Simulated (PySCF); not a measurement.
# C2H4ClF (Ethane, 1-chloro-2-fluoro-): the cost of one run

Computed with PySCF 2.14.0, with density-fitted response routines of our own, on a single molecule, in the gas phase or a continuum. Atoms are numbered from 0 throughout.

## 1. Starting geometry

8 atoms, charge 0, multiplicity 1; geometry from: GFN2-xTB. The atoms were then displaced at random by about 0.01 Å, so the start is not that level's minimum.

Bonds of the start (Å): F0–C1 1.37, C1–C2 1.51, C2–Cl3 1.81, C1–H4 1.10, C1–H5 1.10, C2–H6 1.09, C2–H7 1.10.

## 2. Optimising the geometry at PBE0-D3(BJ)/def2-TZVP

What the job is given:

```
{"job": {"xc": "PBE0", "basis": "def2-TZVP", "d3": "d3bj", "grid": 2, "shake": 0.01, "kind": "geom"}, "charge": 0, "multiplicity": 1}
F     -1.579730    -0.852310     0.215880
C     -0.743770     0.223920     0.052230
C      0.663940    -0.303560    -0.057930
Cl     1.835090     1.066920    -0.262130
H     -1.039660     0.750200    -0.867070
H     -0.864600     0.883640     0.923930
H      0.800570    -0.960990    -0.911960
H      0.983300    -0.826970     0.854580
```

Command:

```sh
$ OMP_NUM_THREADS=1 python probes_run.py task.json out
```

This one command runs all jobs of the session in turn.

**Question.** How long does this first job take on 1 thread of Arm Neoverse V1, shared host, and how much memory does it need?

About 58 s, with a peak of 0.62 GiB.
